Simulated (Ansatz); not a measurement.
Ansatz (an electronic-structure program) input (B3LYP/6-31G*):

Ansatz 0.2 input:
```yaml
crystal:
  periodic: [false, false, false]
  atoms:
    - {symbol: Si, position_ang: [0.08656434, 0.08474248, 0.08510160]}
    - {symbol: H, position_ang: [-0.94633760, -0.91443101, 0.67132841]}
    - {symbol: H, position_ang: [-0.92080474, 0.67508000, -0.93744674]}
    - {symbol: H, position_ang: [0.65524159, -0.94704365, -0.92530403]}
basis:
  gaussian:
    orbitals: 6-31G*
hamiltonian:
  xc: {name: B3LYP}
total_charge: -1
phonons: {temperatures: {t_min: 298.15, t_max: 298.15, t_step: 100}}
```

Problem. Which harmonic wavenumbers does it give?

Solution. 918, 986, 986, 1889, 1889, 1900 cm⁻¹ (unscaled; negative means imaginary).
